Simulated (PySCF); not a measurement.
What binds SiO⁺: the parts of the energy along the bond

State: ²Σ⁺, doublet, unpaired electrons σ ↑. ROHF-based CCSD(T) in PySCF 2.14 with Si cc-pV(T+d)Z, O cc-pVTZ and Si cc-pV(Q+d)Z, O cc-pVQZ (frozen core orbitals: 6; no relativity). Correlation energies are extrapolated as n⁻³ (n = 3, 4), Hartree–Fock as (n+1)·exp(−9√n). CV is the change on freezing 1 orbitals instead, in Si cc-pwCVTZ, O cc-pwCVTZ. SR is the spin-free X2C energy in Si cc-pVTZ-DK, O cc-pVTZ-DK less the non-relativistic one in Si cc-pVTZ, O cc-pVTZ. All energies in eV from Si⁺ + O.

```json
{"R (Å)": "1.3418", "HF/CBS": "-0.763", "CCSD corr.": "-2.532", "(T)": "-0.2911", "CV": "-0.0585", "SR": "0.0120", "total": "-3.632"}
{"R (Å)": "1.4028", "HF/CBS": "-1.541", "CCSD corr.": "-2.488", "(T)": "-0.3015", "CV": "-0.0406", "SR": "0.0145", "total": "-4.357"}
{"R (Å)": "1.4638", "HF/CBS": "-1.954", "CCSD corr.": "-2.431", "(T)": "-0.3173", "CV": "-0.0244", "SR": "0.0162", "total": "-4.711"}
{"R (Å)": "1.5248", "HF/CBS": "-2.102", "CCSD corr.": "-2.372", "(T)": "-0.3328", "CV": "-0.0116", "SR": "0.0168", "total": "-4.802"}
{"R (Å)": "1.5858", "HF/CBS": "-2.063", "CCSD corr.": "-2.317", "(T)": "-0.3471", "CV": "-0.0018", "SR": "0.0166", "total": "-4.712"}
{"R (Å)": "1.6620", "HF/CBS": "-1.833", "CCSD corr.": "-2.258", "(T)": "-0.3644", "CV": "0.0068", "SR": "0.0155", "total": "-4.433"}
{"R (Å)": "1.7383", "HF/CBS": "-1.475", "CCSD corr.": "-2.211", "(T)": "-0.3829", "CV": "0.0125", "SR": "0.0138", "total": "-4.043"}
```

A fit to the total gives Re = 1.5212 Å, De = 4.802 eV, ωe = 1149.0 cm⁻¹, Be = 0.7158 cm⁻¹ (masses 27.9769 and 15.9949 u).

Q: At R = 1.5248 Å the CCSD correlation energy is -0.309996 hartree in the smaller basis and -0.328235 in the larger. Extrapolate it.

A: (4³·E4 − 3³·E3)/(4³ − 3³) = -0.34154 hartree; the larger basis holds 96.1 % of it.

The T1 diagnostic is 0.094, large enough to doubt a single reference. The state was picked by a PBE0 search and need not be the measured ground state. Spin–orbit coupling, excitations beyond (T) and corrections to the Born–Oppenheimer picture are left out.
